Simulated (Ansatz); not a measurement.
## What each rung costs, and what it gives

The pair of CH₄ (SMILES C, atoms 1–5) and C₂H₆ (SMILES CC, atoms 6–13), both closed shells, in one local arrangement (a lower one may exist), relaxed at PBE0-D4/def2-TZVP:

```xyz
13
angstrom
C -0.2891 -0.1837 -2.7593
H 0.7727 -0.2582 -2.5265
H -0.6673 0.7806 -2.4210
H -0.8281 -0.9827 -2.2511
H -0.4331 -0.2740 -3.8356
C 0.0976 0.0380 0.9738
C 0.2637 0.1915 2.4752
H 0.2077 -1.0038 0.6636
H -0.8881 0.3748 0.6446
H 0.8418 0.6221 0.4274
H 0.1553 1.2339 2.7842
H 1.2491 -0.1471 2.8038
H -0.4821 -0.3915 3.0207
```

Interaction energies are counterpoise-corrected; the time is that of the whole pair.

Computed with Ansatz 0.2.0 (basis: as named in each row); correlated methods freeze the cores. B3LYP uses VWN-RPA correlation. Extrapolation: Hartree–Fock as exp(−7.88 √X), correlation as X^−2.97.

Times are rough, for one single point on 4 threads of a shared host (Intel Xeon 6975P-C).

The estimate by CCSD(T) at an estimated basis limit (MP2 extrapolated from triple and quadruple zeta, plus CCSD(T) − MP2 in triple zeta) is -0.56 kcal/mol.

| method | basis | time (s) | interaction energy (kcal/mol) | method less estimate |
| --- | --- | --- | --- | --- |
| HF | STO-3G | under 1 | 0.28 | 0.84 |
| PBE-D4 | STO-3G | under 1 | -0.51 | 0.05 |
| SPW92 | def2-SVP | under 1 | -0.69 | -0.13 |
| B3LYP-D4 | 6-31G | under 1 | -0.42 | 0.14 |
| PBE-D4 | def2-SVP | under 1 | -0.68 | -0.12 |
| PBE0-D4 | def2-SVP | under 1 | -0.59 | -0.03 |
| PBE-D4 | def2-TZVPPD | under 1 | -0.72 | -0.16 |
| revPBE-D4 | def2-TZVPPD | under 1 | -0.62 | -0.06 |
| wB97M-V | def2-SVP | under 1 | -0.40 | 0.16 |
| BLYP-D4 | def2-TZVPPD | 1 | -0.36 | 0.20 |
| CCSD(T) | def2-SVP | 1 | -0.11 | 0.45 |
| PBE0-D4 | def2-TZVPPD | 1 | -0.62 | -0.06 |
| B3LYP-D4 | def2-TZVPPD | 1 | -0.46 | 0.10 |
| HSE06-D4 | def2-TZVPPD | 1 | -0.62 | -0.06 |
| r2SCAN-D4 | def2-TZVPPD | 1 | -0.54 | 0.02 |
| B2PLYP | def2-TZVPPD | 2 | 0.02 | 0.58 |
| B97M-V | def2-TZVPPD | 3 | -0.49 | 0.07 |
| wB97X-V | def2-TZVPPD | 3 | -0.58 | -0.02 |
| wB97M-V | def2-TZVPPD | 3 | -0.49 | 0.07 |
| MP2 | def2-QZVPPD | 13 | -0.49 | 0.07 |
| CCSD(T) | def2-TZVPPD | 85 | -0.50 | 0.06 |

No T1 diagnostic of these runs exceeds 0.008.
